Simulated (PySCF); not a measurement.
Species: AlH₄ (charge -1).
Cartesian coordinates in Å at the PBE0-D3(BJ)/def2-SVP level; atoms count from 1:
```
atom  x, y, z in Å
Al1    0.003    0.001   -0.007
H2     0.623    1.191   -0.969
H3    -1.084    0.657    1.047
H4     1.227   -0.715    0.839
H5    -0.752   -1.128   -0.945
```

Level of theory: PBE0-D3(BJ)/def2-SVP geometry optimisation, gas phase in PySCF 2.14.0.

Problem. Which atoms are bound to Al1, and at what distances?

Solution. 4 atoms: H4 1.651 Å, H2 1.651 Å, H3 1.651 Å, H5 1.651 Å.

Problem. What is the shape at Al1?

Solution. Tetrahedral: all angles 109.5°; τ4 = (360° − α − β)/141° = 1.00 with α and β the two widest (0 for a square, 1 for a tetrahedron).

Problem. What are the rotational constants (commonest isotopes, rigid rotor)?

Solution. A = 69021, B = 69005, C = 69001 MHz: a spherical top.

Point group: Td (every atom within 0.08 Å of its image). Charge -1, singlet. The geometry's basis has no diffuse functions, a weakness for an anion. No frequency check.

Rough CPU time on one thread of a shared machine: about 1.1 s. These figures are those of the optimisation.
